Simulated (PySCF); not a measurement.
Potential energy surface of H₂O, singlet: symmetric bend, bond length relaxed. Scanned: H-O-H angle. Other coordinates (O-H bond length) were minimised at PBE0/def2-TZVP.

Level of theory: CCSD(T) on RHF/cc-pVTZ, 1 core orbital frozen (PySCF).

Scanned values (°): 180, 170, 160, 150, 140, 130, 120, 110, 100, 90, 80, 70, 60.

At which scan points does the profile have its minima and maxima, and how high do they lie?

Lower than their neighbours: 100° (0.0 mEh). Higher than their neighbours: 180° (53.7 mEh, end of the scan), 60° (55.5 mEh, end of the scan). The whole profile spans 55.5 mEh.
